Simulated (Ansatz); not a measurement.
## Worked example: correlation energy of BH₂⁺, triplet

Geometry: a point of a bend scan, not a stationary point.

```xyz
3

B     0.0000    0.0000   -0.1481
H     0.0000    0.8820    0.7944
H     0.0000   -0.8820    0.7944
```

Basis aug-cc-pVTZ; Ansatz 0.2.0. Only valence electrons are correlated (noble-gas cores frozen), which leaves 4 electrons in 91 orbitals. R marks a restricted (for open shells ROHF) determinant, U an unrestricted one.

Full CI is exact within this basis and frozen core; it isn't the basis-set limit. The frozen core follows each run's orbitals, which can shift R against U totals by a few meV.

Runs differ by some tens of microhartree through their thresholds and, for an open shell, their frozen cores, so steps under 0.1 kcal/mol mean nothing.

| level | total energy (hartree) |
| --- | --- |
| UHF | -25.337738 |
| UMP2 | -25.390390 |
| UCCSD | -25.406750 |
| UCCSD(T) | -25.408232 |
| UCCSDT | -25.408652 |
| UCCSDT(Q) | -25.408668 |
| full CI | -25.408654 |

Problem. What is the correlation energy at full CI, and what share of it do UMP2 and UCCSD(T) recover?

Solution. E(corr) = -25.408654 − (-25.337738) = -0.070916 hartree = -1.930 eV. UMP2: -0.052652 / -0.070916 = 74.25 %. UCCSD(T): -0.070494 / -0.070916 = 99.40 %.

Problem. By how many kcal/mol does UCCSD(T) miss full CI (1 hartree = 627.509 kcal/mol), and which steps make up the rest?

Solution. -25.408232 − (-25.408654) = 0.000422 hartree = 0.26 kcal/mol. Steps: UCCSDT − UCCSD(T) = -0.26, UCCSDT(Q) − UCCSDT = -0.01, full CI − UCCSDT(Q) = 0.01 kcal/mol. That is within 1 kcal/mol of the reference in this basis, which itself misses far more of the correlation at the basis-set limit.
